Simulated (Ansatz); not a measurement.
System: B20 (FeSi-type) FeSi. Method: LDA (Ansatz, an electronic-structure program, plane waves, PAW).

Numerical settings: plane-wave cutoff 520 eV, 8×8×8 k mesh, Fermi–Dirac smearing 0.01 eV, no spin polarisation, scalar-relativistic PAW data made under PBE.

Computed at the level's own relaxed cell.

Problem. Give the computed bulk modulus, smallest direct gap on the k points sampled and direct gap at Γ.

Solution. 
* **bulk modulus**: 251 GPa
* **smallest direct gap on the k points sampled**: 0.17 eV
* **direct gap at Γ**: 0.75 eV

Measured, for comparison: bulk modulus 178 GPa (room temperature, not corrected to a static lattice, our sources range from 169 to 185; as tabulated in Study of the compressibility of FeSi, MnSi, and CoS2 (JETP Letters), abstract). Computed (rounded) less measured: bulk modulus +41 % (+36 % to +49 % over the range).

Note: the bulk modulus comes from volumes at which shape and atoms were relaxed.

Computed values are for the static lattice.

It cost roughly 10 core-minutes of CPU time.
